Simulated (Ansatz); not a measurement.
Geometry optimisation, RKS r2SCAN/def2-SVP in Ansatz.

input.yaml

```yaml
crystal:
  periodic: [false, false, false]
  atoms:
    - { symbol: "N", position_ang: [-1.1979, 0.0471, -1.1289] }
    - { symbol: Mg, position_ang: [0.2965, -0.44, 0.1478] }
    - { symbol: O, position_ang: [1.7544, -0.9439, 1.3746] }
    - { symbol: H, position_ang: [-0.7952, 0.8436, -1.7766] }
    - { symbol: H, position_ang: [-1.9816, 0.5368, -0.5727] }
    - { symbol: H, position_ang: [1.9659, -0.1077, 1.9095] }
basis:
  gaussian: { orbitals: def2-SVP }
hamiltonian:
  xc: r2scan
relax:
  f_tol: 0.02
  max_steps: 40
scf:
  lower_state_search: "off"
```

Launched with:

```bash
$ ansatz run input.yaml --threads 2 --pin off --max-ram 3072MiB --backend cpu --events-out ev --progress --plain --runs-dir out
```

**Question.** Where does it end, and by what steps?

**Answer.** The forces met the threshold. After 10 steps the energy has fallen by 0.716 eV; H6 moved furthest, 0.68 Å.

```json
{"step": "0", "energy less start (eV)": "0.0000", "largest force component (eV/Å)": "2.343", "accepted": "yes"}
{"step": "1", "energy less start (eV)": "-0.3893", "largest force component (eV/Å)": "1.490", "accepted": "yes"}
{"step": "2", "energy less start (eV)": "-0.5577", "largest force component (eV/Å)": "0.565", "accepted": "yes"}
{"step": "3", "energy less start (eV)": "-0.6634", "largest force component (eV/Å)": "0.307", "accepted": "yes"}
{"step": "4", "energy less start (eV)": "-0.6824", "largest force component (eV/Å)": "0.476", "accepted": "yes"}
{"step": "5", "energy less start (eV)": "-0.6870", "largest force component (eV/Å)": "0.804", "accepted": "yes"}
{"step": "6", "energy less start (eV)": "-0.4935", "largest force component (eV/Å)": "2.601", "accepted": "no"}
{"step": "7", "energy less start (eV)": "-0.7056", "largest force component (eV/Å)": "0.188", "accepted": "yes"}
{"step": "8", "energy less start (eV)": "-0.7130", "largest force component (eV/Å)": "0.085", "accepted": "yes"}
{"step": "9", "energy less start (eV)": "-0.7150", "largest force component (eV/Å)": "0.172", "accepted": "yes"}
{"step": "10", "energy less start (eV)": "-0.7159", "largest force component (eV/Å)": "0.007", "accepted": "yes"}
```

```xyz
6
Properties=species:S:1:pos:R:3
N -1.081 0.326 -0.968
Mg 0.300 -0.106 0.249
O 1.592 -0.513 1.385
H -0.971 0.645 -1.928
H -2.083 0.285 -0.795
H 2.285 -0.702 2.010
```

Whether the end is a true minimum wasn't checked by a vibrational analysis.

Run time: 18 s on 2 threads of Arm Neoverse N1 (shared host), peak memory 0.13 GiB.
